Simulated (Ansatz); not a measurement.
Basis-set extrapolation for C5H10, SMILES `C/C=C/CC` (PBE0-D4/def2-TZVP geometry, frozen core, the Gaussian-basis code of Ansatz). Multiplicity 1, RHF reference.

|  | def2-TZVPP | def2-QZVPP |
| --- | --- | --- |
| HF | -195.220562 | -195.229755 |
| MP2 correlation | -0.856097 | -0.909396 |
| CCSD(T) correlation | -0.947349 | not run |

Energies in hartree. Use E(X) = E(∞) + A·exp(−7.88·√X) for Hartree–Fock and E(X) = E(∞) + B·X^(−2.97) for correlation, with X = 3 and 4, and add CCSD(T) minus MP2 of the smaller set to the MP2 limit.

Question: What is the CCSD(T) energy at the basis-set limit?

Answer: HF limit: -195.229755 + (-0.009193) × 0.13774 = -195.23102. MP2 limit: -0.909396 + (-0.053299) × 0.74074 = -0.94888. Higher-order term: -0.947349 − (-0.856097) = -0.09125. Total: -196.27115 hartree, 64.8 kcal/mol below CCSD(T)/def2-TZVPP.
